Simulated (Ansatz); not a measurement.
Working through a test of scalar relativity of ClMg

Program: Ansatz 0.2.0, Python API.

Input file `clmg.xyz`:
```text
2

Mg    0.00000    0.00000    0.00000
Cl    0.00000    0.00000    2.32500
```

The cells in order, each with its output:

**Cell 1**
```python
import ansatz as az
import numpy as np
```

**Cell 2**
```python
system = az.Crystal.molecule_from_extxyz("clmg.xyz")
```

**Cell 3**
```python
setup = (
    system.calculation()
    .functional("b3lyp")
    .spin("collinear", total=1)
    .forces()
)
sets = {"none": "cc-pVTZ", "scalar": "cc-pVTZ-DK"}
found = {kind: setup.basis(gaussian=basis).pseudopotentials(relativity=kind).run().report for kind, basis in sets.items()}
for kind, each in found.items():
    dipole = 4.803205 * np.linalg.norm(each["charge_distribution"]["dipole_moment_e_ang"])
    print(f"{kind:7s} E = {each['free_energy_ev']:.4f} eV  dipole {dipole:.3f} D  largest force component {np.abs(each['forces_ev_ang']).max():.4f} eV/A")
print(f"relativity lowers the total energy by {found['none']['free_energy_ev'] - found['scalar']['free_energy_ev']:.3f} eV")
```
Output:
```text
none    E = -17970.0282 eV  dipole 3.984 D  largest force component 0.8645 eV/A
scalar  E = -18017.0934 eV  dipole 3.980 D  largest force component 0.8663 eV/A
relativity lowers the total energy by 47.065 eV
```

The total moves by -47.1 eV, nearly all in the cores, and the dipole from 3.98 to 3.98 D.

Total energies depend on the basis set; only differences at equal settings carry meaning. The geometry is a force-field or estimated start, not a minimum of this method. The basis set changes with the Hamiltonian (a set recontracted for scalar relativity), and most of the change in the total lies in the cores. The run takes the species as open-shell (spin multiplicity 2), which needn't be its ground state. b3lyp holds the VWN-RPA fit, as in Gaussian; the form of ORCA and Turbomole is b3lyp5. The spin state was assumed, and another may lie lower. It ran for 4.4 s on 1 thread of Arm Neoverse V1, with other jobs on the host, peak memory 0.21 GiB.
